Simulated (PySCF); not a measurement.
**Converging NaF in the basis (MP2)**

PySCF, RHF reference; singlet, unpaired electrons none; De to Na + F without counterpoise correction. Frozen cores follow the default of each basis and core potential.

```csv
basis,relativity,functions,Re (Å),ωe (cm⁻¹),De (eV),frozen orbitals
3-21G,no relativity,22,1.881,580,3.15,2
aug-pcseg-1,no relativity,37,1.965,527,5.26,2
def2-SVPD,no relativity,41,1.961,514,5.20,2
pcseg-2,no relativity,49,1.958,508,5.00,2
x2c-TZVPPall,spin-free X2C,63,1.925,541,4.93,2
```

Task: How does each smaller set differ from the one with most functions, x2c-TZVPPall?

Result: 3-21G: -4.4 pm, +7.2 % in ωe, -1.78 eV in De; aug-pcseg-1: +4.0 pm, -2.6 % in ωe, +0.33 eV in De; def2-SVPD: +3.6 pm, -5.0 % in ωe, +0.27 eV in De; pcseg-2: +3.3 pm, -6.1 % in ωe, +0.07 eV in De. All at MP2; the set with most functions is neither the basis-set limit nor always the best. The rows treat relativity differently, so the differences are not basis effects alone.

Correlated steps freeze 2 core orbitals. Correlated levels converge slowly with the basis: in double zeta they bind strong bonds too weakly, by up to about 1 eV, and carry superposition errors of some tenths. Where the molecule has an RHF reference, its open-shell atoms are computed with UHF. 3-21G is very small, so such numbers show the basis as much as the molecule.
